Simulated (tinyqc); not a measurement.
Starting guesses with DIIS over 6 matrices: SCF starting guesses in the sto-3g basis, for OH+, spin multiplicity 3. Computed by the program tinyqc with PySCF. UHF with one setting changed at a time; a run stops when the energy changes by less than 1e-09 hartree and the error matrix is below 1e-5. Starts: the lowest orbitals of the core Hamiltonian, of the Wolfsberg-Helmholz matrix (K = 1.75), projected atomic densities, random orbitals, and the highest orbitals of the core Hamiltonian (a deliberately bad start).

Geometry (angstrom):
```
atom       x       y       z
O     0.0000  0.0000  0.0000
H     0.0000  0.0000  1.0060
```

lowest solution found by these runs and by PySCF with stability checks = -74.043617 hartree

Largest element of the error matrix X^T (FDS - SDF) X:
```
iteration     core  Wolfsberg-Helmholz  atomic densities   random  highest core orbitals
1          3.3e-01             2.8e-01           5.7e-01  4.7e+00                1.5e-01
2          1.0e-01             6.8e-02           7.1e-02  2.8e-01                3.0e-01
3          1.5e-02             1.0e-02           1.7e-02  1.1e-01                2.8e-01
4          5.1e-03             4.7e-03           5.0e-03  3.2e-02                2.1e-01
5          7.8e-04             1.0e-03           2.4e-03  2.0e-02                1.9e-01
6          5.7e-05             1.3e-04           3.8e-04  1.2e-02                1.8e-01
8          2.4e-07             1.1e-06           7.1e-07  2.8e-04                1.3e-03
10               -                   -                 -  4.8e-05                4.1e-05
```

How each run ends:
```
run                    iterations  E (hartree)         state
core                            8    -74.04362  lowest found
Wolfsberg-Helmholz              9    -74.04362  lowest found
atomic densities                9    -74.04362  lowest found
random                         12    -74.04362  lowest found
highest core orbitals          12    -73.89351        higher
```

What does the comparison show, and why?

4 of 5 runs reach the lowest solution found, in 8 to 12 iterations (fastest: core). Ending on a higher stationary point: highest core orbitals; a small error matrix cannot reveal that, and an occupation fixed by the start is kept by symmetry or by the shape of the basin. The first errors are 3e-01, 3e-01, 6e-01, 5e+00, 1e-01; the deliberately bad start has the smallest one, so a small first error does not mark a good start.
